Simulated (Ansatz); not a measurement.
Zinc-blende MgTe (metastable phase), treated with revPBE in Ansatz (PAW).

Numerical settings: plane-wave cutoff 520 eV, 10×10×10 k mesh, Fermi–Dirac smearing 0.01 eV, scalar-relativistic PAW data made under PBE.

On both sides of the equilibrium volume: at 34.696 Å³/atom the pressure is 0.65 GPa and the direct gap at Γ 2.446 eV; at 36.113 Å³/atom they are -0.62 GPa and 2.276 eV. The fitted bulk modulus is 31.8 GPa.

Problem. Work out the volume deformation potential of this gap and its pressure coefficient, in two ways.

Solution. a_V = dE_g/d ln V = (2.276 − 2.446)/ln(36.113/34.696) = -4.25 eV. Since dP = −B d ln V, dE_g/dP = −a_V/B = 134 meV/GPa. Straight from the pressures: (2.446 − 2.276)/(0.65 − (-0.62)) = 134 meV/GPa. At this level and over this range the gap at Γ widens under pressure.

Spin–orbit coupling is not included; with these elements it can move the gap by several tenths of an eV or more.

Ansatz is a first-principles code.
